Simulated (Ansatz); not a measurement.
Relaxation of H₇NSi (9 atoms, charge 0, multiplicity 1), to a largest force component of 0.03 eV/Å in at most 50 steps.

All numbers below come from RKS PBE-D4/def2-SVP in Ansatz.

```xyz
9
Properties=species:S:1:pos:R:3
Si -0.514 0.050 -0.409
H 0.070 -0.085 2.201
H 0.788 -0.145 0.335
H -0.456 1.395 -1.078
H -0.592 -1.049 -1.433
N -2.047 0.001 0.508
H -2.335 -0.875 0.952
H -2.301 0.805 1.086
H -0.646 -0.097 2.294
```

Question: Where does it end, and by what steps?

Answer: It converged. After 9 steps the energy has fallen by 0.336 eV; H2 moved furthest, 1.09 Å.

| step | energy less start (eV) | largest force component (eV/Å) | accepted |
| --- | --- | --- | --- |
| 0 | 0.0000 | 1.943 | yes |
| 1 | -0.1836 | 0.376 | yes |
| 2 | -0.2574 | 0.264 | yes |
| 3 | -0.2965 | 0.177 | yes |
| 4 | -0.3190 | 0.229 | yes |
| 5 | -0.3321 | 0.063 | yes |
| 6 | -0.3284 | 0.222 | no |
| 7 | -0.3338 | 0.036 | yes |
| 8 | -0.3350 | 0.179 | yes |
| 9 | -0.3364 | 0.026 | yes |

```xyz
9
Properties=species:S:1:pos:R:3
Si -0.588 0.066 -0.674
H -0.065 -0.171 3.279
H 0.780 -0.082 -0.038
H -0.616 1.396 -1.377
H -0.742 -1.057 -1.664
N -1.962 0.018 0.406
H -2.210 -0.856 0.876
H -2.151 0.817 1.015
H -0.479 -0.130 2.632
```

Whether the end is a true minimum wasn't checked by a vibrational analysis.

The run took 12 s on 1 thread of Arm Neoverse V2 (shared host), peak memory 0.11 GiB.
